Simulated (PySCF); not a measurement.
C₂H₅Cl, charge +1, doublet, at a GFN2-xTB geometry of the parent state (a state made from the parent by changing its charge; the spin is typed, not shown lowest); HF/STO-3G in PySCF.

Here is a job for PySCF.
```python
from pyscf import gto, scf

mol = gto.M(
    atom='''
C    -0.005783    0.814080    0.003881
C     1.499375    0.645713    0.011974
Cl   -0.816446   -0.780030   -0.008581
H    -0.355827    1.333082    0.895817
H    -0.345282    1.341658   -0.887099
H     1.972005    1.625798    0.019483
H     1.818341    0.096360    0.894178
H     1.828785    0.104853   -0.871640
''',
    basis='sto-3g',
    charge=1,
    spin=1,
    verbose=5,
)

mf = scf.UHF(mol)
mf.kernel()
```

It wrote (shortened):

```
PySCF version 2.14.0

[INPUT] verbose = 5
[INPUT] max_memory = 4000
[INPUT] num. atoms = 8
[INPUT] num. electrons = 33
[INPUT] charge = 1
[INPUT] spin (= nelec alpha-beta = 2S) = 1
[INPUT] symmetry False subgroup None
[INPUT] Mole.unit = angstrom
[INPUT] Symbol           X                Y                Z      unit          X                Y                Z       unit  Magmom
[...]
[INPUT] ---------------- BASIS SET ----------------
[INPUT] l, kappa, [nprim/nctr], expnt,             c_1 c_2 ...
[INPUT] Cl
[...]
                                109.5358542       0.5353281423
                                29.64467686       0.4446345422
[...]
                                9.053563477       0.3995128261
                                2.944499834       0.7001154689
[...]
                                0.5940934274      0.2255954336
                                0.232524141       0.900398426
[...]
                                9.053563477       0.6076837186
                                2.944499834       0.3919573931
[...]
                                0.5940934274      0.5951670053
                                0.232524141       0.462001012
[INPUT] H
[...]
                                0.62391373        0.53532814
                                0.1688554         0.44463454
[INPUT] C
[...]
                                13.045096         0.53532814
                                3.5305122         0.44463454
[...]
                                0.6834831         0.39951283
                                0.2222899         0.70011547
[...]
                                0.6834831         0.60768372
                                0.2222899         0.39195739

nuclear repulsion = 103.222987038998
number of shells = 16
number of NR pGTOs = 72
number of NR cGTOs = 24
basis = sto-3g
ecp = {}

******** <class 'pyscf.scf.uhf.UHF'> ********
method = UHF
initial guess = minao
damping factor = 0
level_shift factor = 0
DIIS = <class 'pyscf.scf.diis.CDIIS'>
diis_start_cycle = 1
diis_space = 8
diis_damp = 0
SCF conv_tol = 1e-09
SCF conv_tol_grad = None
SCF max_cycles = 50
direct_scf = True
direct_scf_tol = 1e-13
number electrons alpha = 17  beta = 16
Set gradient conv threshold to 3.16228e-05
E1 = -934.8927239486056  E2 = 299.47714308643907  Ecoul = 339.2264272782176  Exc = -39.74928419177854
init E= -532.192593823168
cond(S) = 11.610005394078167

  alpha mo_energy =
[-103.9478297   -11.1149126   -11.11214536  -10.59561264   -8.03511411
   -8.03316097   -8.03314605   -1.46261691   -1.14376689   -0.91659592
   -0.5930856    -0.58402      -0.50539524   -0.44929876   -0.41806579
   -0.3548013    -0.34696118    0.21907434    0.52688624    0.54390269
    0.57541471    0.59684381    0.63891631    0.67418983]
  beta  mo_energy =
[-103.9478297   -11.1149126   -11.11214536  -10.59561264   -8.03511411
   -8.03316097   -8.03314605   -1.46261691   -1.14376689   -0.91659592
   -0.5930856    -0.58402      -0.50539524   -0.44929876   -0.41806579
   -0.3548013    -0.34696118    0.21907434    0.52688624    0.54390269
    0.57541471    0.59684381    0.63891631    0.67418983]
multiplicity <S^2> = 0.75  2S+1 = 2
E1 = -928.5603680169164  E2 = 293.54696585509686  Ecoul = 332.77733106895585  Exc = -39.23036521385899
cycle= 1 E= -531.790415122821  delta_E= 0.402  |g|= 0.316  |ddm|= 2.22
  alpha mo_energy =
[-1.03896475e+02 -1.17435608e+01 -1.14402380e+01 -1.05870346e+01
 -8.02993472e+00 -8.02957250e+00 -8.02392726e+00 -1.47677304e+00
 -1.26502496e+00 -1.18095476e+00 -1.06347844e+00 -9.31538427e-01
 -8.69092343e-01 -8.49164689e-01 -7.51387114e-01 -6.31297698e-01
 -6.14870051e-01 -1.43768412e-02  1.87136090e-01  2.16958546e-01
  2.37355008e-01  3.95987271e-01  3.96518691e-01  4.33179673e-01]
  beta  mo_energy =
[-1.03894727e+02 -1.17393378e+01 -1.14382098e+01 -1.05846440e+01
 -8.02894446e+00 -8.02293763e+00 -8.02000042e+00 -1.44056305e+00
 -1.24375400e+00 -1.12000760e+00 -9.15116223e-01 -9.11338717e-01
 -8.51751750e-01 -7.38093275e-01 -6.70087884e-01 -6.06696509e-01
 -4.20141498e-01 -1.71427950e-03  2.42160942e-01  2.48997733e-01
  2.74278284e-01  4.11410688e-01  4.33909089e-01  4.48312739e-01]
multiplicity <S^2> = 0.75179991  2S+1 = 2.0017991
E1 = -927.5151664792725  E2 = 292.39107086292495  Ecoul = 331.6070158551862  Exc = -39.21594499226126
cycle= 2 E= -531.901108577349  delta_E= -0.111  |g|= 0.187  |ddm|= 0.885
  alpha mo_energy =
[-1.04127843e+02 -1.14489070e+01 -1.13191908e+01 -1.07912784e+01
 -8.23994640e+00 -8.23265276e+00 -8.22699847e+00 -1.41977766e+00
 -1.24971730e+00 -1.10562567e+00 -9.44821031e-01 -8.59322377e-01
 -8.11446482e-01 -7.79701595e-01 -7.47503803e-01 -7.42057331e-01
 -7.05496700e-01  3.28136369e-02  3.11037993e-01  3.48608227e-01
  3.80307578e-01  4.70396485e-01  4.82182459e-01  5.02396642e-01]
  beta  mo_energy =
[-1.04123854e+02 -1.14470810e+01 -1.13184503e+01 -1.07857939e+01
 -8.23051473e+00 -8.22474705e+00 -8.21789617e+00 -1.38268982e+00
 -1.21603612e+00 -1.06146540e+00 -8.49554967e-01 -8.46395247e-01
 -7.98902568e-01 -7.33440575e-01 -6.90123302e-01 -6.70135696e-01
 -3.87607640e-01  4.79308210e-02  3.50807311e-01  3.75408871e-01
  3.89663041e-01  4.81012057e-01  5.09976532e-01  5.10050447e-01]
multiplicity <S^2> = 0.75191069  2S+1 = 2.0019098
E1 = -927.1691814345212  E2 = 292.01494866397434  Ecoul = 331.22430822315647  Exc = -39.20935955918213
cycle= 3 E= -531.931245731548  delta_E= -0.0301  |g|= 0.0707  |ddm|= 0.257
  alpha mo_energy =
[-1.04203788e+02 -1.14466970e+01 -1.12931182e+01 -1.08611847e+01
 -8.31370688e+00 -8.30155652e+00 -8.29595430e+00 -1.44832600e+00
 -1.24827078e+00 -1.08902379e+00 -9.37471233e-01 -8.71465261e-01
 -8.18427350e-01 -8.03244249e-01 -7.44288142e-01 -7.39465343e-01
 -7.29626220e-01  2.23855435e-02  3.29874540e-01  3.66554596e-01
  3.99867235e-01  4.94753656e-01  5.06892233e-01  5.25549999e-01]
  beta  mo_energy =
[-1.04198239e+02 -1.14464295e+01 -1.12933113e+01 -1.08535200e+01
 -8.29832093e+00 -8.29280038e+00 -8.28353268e+00 -1.39693367e+00
[...]
[-1.04249823e+02 -1.14233114e+01 -1.12836139e+01 -1.09017290e+01
 -8.34600020e+00 -8.34166762e+00 -8.32867855e+00 -1.39946584e+00
 -1.21050447e+00 -1.06162218e+00 -8.79027654e-01 -8.63013265e-01
 -8.13572187e-01 -7.30940418e-01 -7.25532139e-01 -7.18553747e-01
 -3.09837006e-01  3.64529004e-02  3.65153949e-01  3.94970394e-01
  4.21690597e-01  5.11122082e-01  5.28699620e-01  5.41099448e-01]
multiplicity <S^2> = 0.75274603  2S+1 = 2.0027441
E1 = -926.6699129095527  E2 = 291.48379019692163  Ecoul = 330.7570296280424  Exc = -39.27323943112077
cycle= 8 E= -531.963135673633  delta_E= -3.21e-06  |g|= 0.000666  |ddm|= 0.00573
  alpha mo_energy =
[-1.04258939e+02 -1.14216904e+01 -1.12834674e+01 -1.09139072e+01
 -8.37194239e+00 -8.35315545e+00 -8.34723014e+00 -1.48101056e+00
 -1.24032250e+00 -1.07243777e+00 -9.38138500e-01 -8.83780849e-01
 -8.36314939e-01 -8.28750582e-01 -7.40760693e-01 -7.33795809e-01
 -7.17258797e-01  2.74590313e-02  3.59889731e-01  3.93177563e-01
  4.21793417e-01  5.11602399e-01  5.27566668e-01  5.41384925e-01]
  beta  mo_energy =
[-1.04250823e+02 -1.14230505e+01 -1.12834286e+01 -1.09026354e+01
 -8.34689446e+00 -8.34258626e+00 -8.32954319e+00 -1.39957728e+00
 -1.21044060e+00 -1.06158432e+00 -8.79391344e-01 -8.63219690e-01
 -8.13799384e-01 -7.30897908e-01 -7.25625766e-01 -7.19186232e-01
 -3.08885459e-01  3.64664887e-02  3.65246525e-01  3.95161232e-01
  4.21930058e-01  5.11326271e-01  5.28814428e-01  5.41278676e-01]
multiplicity <S^2> = 0.75275318  2S+1 = 2.0027513
E1 = -926.6715950628278  E2 = 291.4854716027602  Ecoul = 330.7590858930288  Exc = -39.2736142902686
cycle= 9 E= -531.963136421069  delta_E= -7.47e-07  |g|= 0.000329  |ddm|= 0.00437
  alpha mo_energy =
[-1.04258484e+02 -1.14217692e+01 -1.12836216e+01 -1.09134828e+01
 -8.37148743e+00 -8.35273616e+00 -8.34681309e+00 -1.48074437e+00
 -1.24038210e+00 -1.07253215e+00 -9.38012552e-01 -8.83630704e-01
 -8.36132404e-01 -8.28667392e-01 -7.40767203e-01 -7.33859989e-01
 -7.17411854e-01  2.74039806e-02  3.59717005e-01  3.93027380e-01
  4.21646928e-01  5.11466857e-01  5.27420198e-01  5.41257181e-01]
  beta  mo_energy =
[-1.04250381e+02 -1.14231114e+01 -1.12835813e+01 -1.09022303e+01
 -8.34649278e+00 -8.34217712e+00 -8.32915456e+00 -1.39949990e+00
 -1.21045424e+00 -1.06158086e+00 -8.79225408e-01 -8.63128345e-01
 -8.13693055e-01 -7.30931720e-01 -7.25585687e-01 -7.18973136e-01
 -3.09254682e-01  3.65074336e-02  3.65203557e-01  3.95090091e-01
  4.21823049e-01  5.11220225e-01  5.28745506e-01  5.41171435e-01]
multiplicity <S^2> = 0.75274019  2S+1 = 2.0027383
E1 = -926.671207719528  E2 = 291.48508400453045  Ecoul = 330.75854382688726  Exc = -39.27345982235681
cycle= 10 E= -531.963136675999  delta_E= -2.55e-07  |g|= 4.51e-05  |ddm|= 0.00158
  alpha mo_energy =
[-1.04258526e+02 -1.14217845e+01 -1.12835867e+01 -1.09135234e+01
 -8.37153029e+00 -8.35277522e+00 -8.34685323e+00 -1.48077090e+00
 -1.24038154e+00 -1.07252780e+00 -9.38029967e-01 -8.83644154e-01
 -8.36149457e-01 -8.28678398e-01 -7.40770067e-01 -7.33847081e-01
 -7.17389225e-01  2.73885415e-02  3.59724632e-01  3.93029587e-01
  4.21658643e-01  5.11484695e-01  5.27440165e-01  5.41278900e-01]
  beta  mo_energy =
[-1.04250423e+02 -1.14231201e+01 -1.12835444e+01 -1.09022705e+01
 -8.34653427e+00 -8.34221706e+00 -8.32919366e+00 -1.39950891e+00
 -1.21045066e+00 -1.06157775e+00 -8.79224996e-01 -8.63141192e-01
 -8.13702447e-01 -7.30927260e-01 -7.25590930e-01 -7.18996398e-01
 -3.09232388e-01  3.65087352e-02  3.65206459e-01  3.95095241e-01
  4.21834166e-01  5.11237532e-01  5.28759006e-01  5.41186027e-01]
multiplicity <S^2> = 0.75273589  2S+1 = 2.002734
E1 = -926.6712272327935  E2 = 291.48510351352417  Ecoul = 330.7585706268027  Exc = -39.273467113278514
cycle= 11 E= -531.963136680271  delta_E= -4.27e-09  |g|= 1.8e-05  |ddm|= 0.000176
  alpha mo_energy =
[-1.04258505e+02 -1.14217736e+01 -1.12836055e+01 -1.09135031e+01
 -8.37150891e+00 -8.35275471e+00 -8.34683347e+00 -1.48075646e+00
 -1.24038398e+00 -1.07253277e+00 -9.38020684e-01 -8.83634943e-01
 -8.36140455e-01 -8.28672181e-01 -7.40769305e-01 -7.33853283e-01
 -7.17399421e-01  2.73899397e-02  3.59721732e-01  3.93027498e-01
  4.21652119e-01  5.11474115e-01  5.27429830e-01  5.41268182e-01]
  beta  mo_energy =
[-1.04250403e+02 -1.14231071e+01 -1.12835623e+01 -1.09022514e+01
 -8.34651574e+00 -8.34219777e+00 -8.32917519e+00 -1.39950161e+00
 -1.21045097e+00 -1.06157646e+00 -8.79218155e-01 -8.63134871e-01
 -8.13696350e-01 -7.30930151e-01 -7.25589746e-01 -7.18982392e-01
 -3.09250391e-01  3.65178828e-02  3.65207683e-01  3.95097331e-01
  4.21830195e-01  5.11229525e-01  5.28753996e-01  5.41176189e-01]
multiplicity <S^2> = 0.75273359  2S+1 = 2.0027317
E1 = -926.6711833027452  E2 = 291.4850595830142  Ecoul = 330.75852220758463  Exc = -39.27346262457041
cycle= 12 E= -531.963136680733  delta_E= -4.62e-10  |g|= 8.61e-06  |ddm|= 6.38e-05
  alpha mo_energy =
[-1.04258517e+02 -1.14217768e+01 -1.12835964e+01 -1.09135143e+01
 -8.37152070e+00 -8.35276558e+00 -8.34684460e+00 -1.48076276e+00
 -1.24038291e+00 -1.07253068e+00 -9.38024389e-01 -8.83638667e-01
 -8.36144638e-01 -8.28674595e-01 -7.40769244e-01 -7.33849657e-01
 -7.17395113e-01  2.73872251e-02  3.59724082e-01  3.93029515e-01
  4.21655508e-01  5.11478771e-01  5.27434112e-01  5.41273084e-01]
  beta  mo_energy =
[-1.04250415e+02 -1.14231101e+01 -1.12835531e+01 -1.09022624e+01
 -8.34652696e+00 -8.34220883e+00 -8.32918586e+00 -1.39950480e+00
 -1.21045038e+00 -1.06157592e+00 -8.79221078e-01 -8.63137604e-01
 -8.13699264e-01 -7.30928575e-01 -7.25590484e-01 -7.18985377e-01
 -3.09245190e-01  3.65160515e-02  3.65208743e-01  3.95098922e-01
  4.21833361e-01  5.11233475e-01  5.28757255e-01  5.41180451e-01]
multiplicity <S^2> = 0.75273303  2S+1 = 2.0027312
E1 = -926.6711897436386  E2 = 291.4850660237949  Ecoul = 330.75852945074644  Exc = -39.27346342695154
Extra cycle  E= -531.963136680845  delta_E= -1.13e-10  |g|= 4.33e-06  |ddm|= 1.85e-05
converged SCF energy = -531.963136680845  <S^2> = 0.75273303  2S+1 = 2.0027312
```
